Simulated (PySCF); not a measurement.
# Working out the ionisation energy of B

B [He] 2s2 2p1 (2P) → B⁺ [He] 2s2 (1S). All numbers are calculated (PySCF 2.14, the spin-free X2C one-electron Hamiltonian (Gaussian nucleus), in aug-cc-pCVQZ-DK (9s8p6d4f2g, 109 functions)). Frozen: nothing. Energies in hartree (1 hartree = 27.21139 eV):

```json
{"part": "UHF", "B (lower)": "-24.539747", "B⁺ (upper)": "-24.244314"}
{"part": "MP2 opposite-spin", "B (lower)": "-0.088818", "B⁺ (upper)": "-0.082701"}
{"part": "MP2 same-spin", "B (lower)": "-0.005978", "B⁺ (upper)": "-0.001934"}
```

Q: What does Hartree-Fock give?

A: (-24.244314) − (-24.539747) = 0.295433 hartree = 8.039 eV.

Q: What do MP2 and SCS-MP2 (6/5 opposite-spin, 1/3 same-spin) give?

A: The opposite-spin parts differ by 0.166 eV and the same-spin parts by 0.110 eV. MP2: 8.039 + (0.166) + (0.110) = 8.315 eV. SCS-MP2: 8.039 + 1.2 × (0.166) + (0.110)/3 = 8.275 eV.

Measured between the centres of the two terms (NIST): 8.297 eV, so MP2 (valence and next inner shell) is off by 0.018 eV.

What remains against the reference includes basis incompleteness and correlation beyond second order.
